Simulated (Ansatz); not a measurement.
System: HF, charge 1, doublet. HF+ (parent SMILES F, doublet).
B3LYP-D3(BJ)/def2-TZVP minimum from Ansatz (a program for electronic structure):
```
F
H 1 1.0165
```
Charge +1, spin multiplicity 2.

Hartree-Fock and CCSD correlation energies in hartree (Ansatz). UHF or UKS for unpaired electrons; spin-orbit terms are left out. Cores are frozen in correlated methods. No relativity.

```json
[
 {"basis": "cc-pVTZ", "X": "3", "E(HF)": "-99.53598", "E(corr, CCSD)": "-0.21726"},
 {"basis": "cc-pVQZ", "X": "4", "E(HF)": "-99.54443", "E(corr, CCSD)": "-0.23565"},
 {"basis": "cc-pV5Z", "X": "5", "E(HF)": "-99.54676", "E(corr, CCSD)": "withheld"}
]
```

### Question
Fit E(corr) = E∞ + A/X³ to X = 3 and 4, predict X = 5, and compare with the run.

### Answer
A = (-0.21726 - (-0.23565))/(1/27 - 1/64) = 0.8589; E∞ = -0.23565 - A/64 = -0.24907; at X = 5, E∞ + A/125 = -0.24220. The run gave -0.24239, 0.19 mEh below the prediction. The same form on X = 4 and 5 gives E∞ = -0.24946, 0.39 mEh below the first estimate.
